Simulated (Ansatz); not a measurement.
The input, for Ansatz 0.2.0:

```yaml
crystal:
  periodic: [false, false, false]
  atoms:
    - {symbol: P, position_ang: [0.044961, 0.000000, 0.008696]}
    - {symbol: H, position_ang: [0.184031, 0.000000, -1.807989]}
    - {symbol: H, position_ang: [-0.863296, 1.078238, 0.008696]}
    - {symbol: H, position_ang: [-0.863296, -1.078238, 0.008696]}
    - {symbol: H, position_ang: [0.160911, 0.000000, 1.523364]}
basis:
  gaussian: {orbitals: 6-31G}
magnetization: {spin_polarized: false, initial_magnetization: 1}
correlation: {method: fci, electrons: outside_noble_gas}
```

```sh
$ ansatz run in.yaml --threads 1 --pin off --events-out ev --progress --plain --max-ram 2393MiB
```

Log:

```
448 factors; integrals over basis functions are off by at most 1.6e-7 eV
mean field evaluation 1: about -9329.3514 eV, gradient 8.2e0 eV
mean field evaluation 2: about -9329.3550 eV, gradient 8.2e0 eV
mean field evaluation 4: about -9329.8090 eV, gradient 9.0e-1 eV
mean field evaluation 8: about -9329.8682 eV, gradient 1.4e-4 eV
mean field -9329.86809969 eV, -342.8663286519 hartree, gradient 1.7e-6 eV, S^2 0.750000; 0 other end points of the search recorded, 0 dependent functions left out
mean field evaluation 16: about -9329.3539 eV, gradient 6.9e0 eV
5 core orbitals not correlated: weight in the atoms' cores, before any rotation towards them, 1.000 or more for the frozen orbitals, at most 0.000 for the correlated occupied ones
reference -9329.86809969 eV, -342.8663286519 hartree; 5, 4 occupied and 11, 12 virtual orbitals, 448 factors
state -9332.65668314 eV, -342.9688072034 hartree
Total energy: -9332.65668314 eV, -342.9688072034 hartree
```

Ran on 1 thread of Intel Xeon Platinum 8259CL, shared host: 32 s wall, 0.49 GiB peak host memory.
